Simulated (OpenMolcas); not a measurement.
**C3HF3 (3,3,3-trifluoroprop-1-yne): the dipole moment, rung by rung**

C3HF3 has 7 atoms, charge 0, and is taken as a singlet. SMILES: `C#CC(F)(F)F`. The coordinates come from a PBE0-D4/def2-TZVP relaxation.

Each level gives the dipole moment (D). The values are calculated.

```
         level           kind     program  value (D)
 SVWN5/cc-pVDZ            LDA  OpenMolcas       2.01
   PBE/cc-pVDZ            GGA  OpenMolcas       1.92
revPBE/cc-pVDZ            GGA  OpenMolcas       1.89
 M06-L/cc-pVDZ       meta-GGA  OpenMolcas       2.07
r2SCAN/cc-pVDZ       meta-GGA  OpenMolcas       2.10
 B3LYP/cc-pVDZ  global hybrid  OpenMolcas       2.15
 BHLYP/cc-pVDZ  global hybrid  OpenMolcas       2.40
  PBE0/cc-pVDZ  global hybrid  OpenMolcas       2.19
```

The values span 1.89 to 2.40 D.
